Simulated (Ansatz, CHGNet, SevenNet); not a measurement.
## Elastic constant C11 of hcp Cd: levels of theory against measurement

Reference value: 114 GPa (measured, temperature not stated, not corrected to a static lattice; as tabulated in Blaschke (2019), arXiv:1902.02451).

| level (code) | value (GPa) | cell (Å³/atom) |
|---|---|---|
| CHGNet-r²SCAN (CHGNet) | ___ | 21.78 |
| SevenNet-l3i5 (SevenNet) | 61.0 | 23.05 |
| LDA (Ansatz) | 152 | 20.06 |
| PBE (Ansatz) | ___ | 22.89 |
| PBEsol (Ansatz) | 127 | 21.02 |
| r²SCAN (Ansatz) | 128 | 21.98 |
| HSE06 (Ansatz) | 145 | 22.59 |

Task: Some entries are withheld; supply them.

Result: 
- CHGNet-r²SCAN (CHGNet), value (GPa): 84.9
- PBE (Ansatz, an electronic-structure program), value (GPa): 83.9

Differences against the reference: CHGNet-r²SCAN -26 %, SevenNet-l3i5 -46 %, LDA +33 %, PBE -26 %, PBEsol +11.4 %, r²SCAN +12.3 %, HSE06 +27 %.

The reference's temperature isn't stated, so close values are not ranked against it. Off by more than 25 % (a bound picked here): CHGNet-r²SCAN (-26 %), SevenNet-l3i5 (-46 %), LDA (+33 %), PBE (-26 %), HSE06 (+27 %).

The reference has no zero-point or thermal correction, while the calculations are for a static lattice, so the differences are not the levels' errors alone. A static lattice is as a rule stiffer than a warm one, by over a tenth in soft solids.  HSE06: hybrids on metals are sensitive to the k mesh. Each level is taken at its own relaxed cell. Cutoffs and k meshes differ between the levels. Ansatz's density-functional and Hartree–Fock values are scalar-relativistic unless marked +SOC, with PAW data made under PBE.

Machine-learned potentials (CHGNet-r²SCAN, SevenNet-l3i5) are trained on DFT data, which may include these solids.

Differences are worked out from the printed values.
